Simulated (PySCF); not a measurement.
Compound: C₃H₃Cl.
Numbering: `[CH2:1]=[C:2]=[CH:3][Cl:4]` (hydrogens: H5, H6 on C1; H7 on C3)

The same species was optimised twice, with GFN2-xTB and with PBE0-D3(BJ)/def2-SVP (PySCF), and the same property calculations (PySCF, gas phase) were run on both structures.

```
   coordinate  GFN2-xTB  PBE0-D3(BJ)/def2-SVP  change
    C1–H6 (Å)     1.079                 1.096  +0.017
    C1–H5 (Å)     1.079                 1.096  +0.017
    C3–H7 (Å)     1.078                 1.094  +0.016
    C2=C3 (Å)     1.294                 1.308  +0.014
    C1=C2 (Å)     1.294                 1.307  +0.013
   C3–Cl4 (Å)     1.742                 1.736  -0.006
 C2–C3–H7 (°)     124.3                 122.9    -1.4
 H5–C1–H6 (°)     116.6                 117.5    +0.9
C2–C3–Cl4 (°)     122.2                 123.0    +0.8
 C1–C2–C3 (°)     179.0                 179.8    +0.8
Cl4–C3–H7 (°)     113.5                 114.0    +0.5
 C2–C1–H5 (°)     121.7                 121.2    -0.5
 C2–C1–H6 (°)     121.6                 121.3    -0.3
```

Rotational constants: A = 31816, B = 2889, C = 2696 MHz (GFN2-xTB) against A = 32688, B = 2828, C = 2651 MHz (PBE0-D3(BJ)/def2-SVP). Point groups within 0.08 Å: Cs and Cs.

On the GFN2-xTB structure: HOMO (eV) -7.45 [PBE0/pcSseg-1]; LUMO (eV) -0.80 [PBE0/pcSseg-1]; dipole (D) 1.82 [PBE0/pcSseg-1]; GIAO shielding of C1 (ppm) 97.0 [PBE0/pcSseg-1]; GIAO shielding of C2 (ppm) -35.0 [PBE0/pcSseg-1]; GIAO shielding of C3 (ppm) 84.6 [PBE0/pcSseg-1]; GIAO shielding of Cl4 (ppm) 784.3 [PBE0/pcSseg-1].

Question: What do these properties become on the PBE0-D3(BJ)/def2-SVP structure?

Answer: 
```
                                    property          level  on GFN2-xTB  on PBE0-D3(BJ)/def2-SVP  change
                                   HOMO (eV)  PBE0/pcSseg-1        -7.45                    -7.42   +0.03
                                   LUMO (eV)  PBE0/pcSseg-1        -0.80                    -0.80    0.00
                                  dipole (D)  PBE0/pcSseg-1         1.82                     1.77   -0.05
energy, GFN2-xTB geometry as zero (kcal/mol)  PBE0/pcSseg-1          0.0                     -0.1    -0.1
                  GIAO shielding of C1 (ppm)  PBE0/pcSseg-1         97.0                     94.1    -2.9
                  GIAO shielding of C2 (ppm)  PBE0/pcSseg-1        -35.0                    -39.6    -4.6
                  GIAO shielding of C3 (ppm)  PBE0/pcSseg-1         84.6                     82.8    -1.8
                 GIAO shielding of Cl4 (ppm)  PBE0/pcSseg-1        784.3                    784.8    +0.5
```

The heavy atoms differ by 0.020 Å rms after alignment. Among all bonds C1–H5, C1–H6 and C3–H7 change most and about equally (+0.016 to +0.017 Å). Changes are differences of the printed values. Neither structure is proved a minimum here.
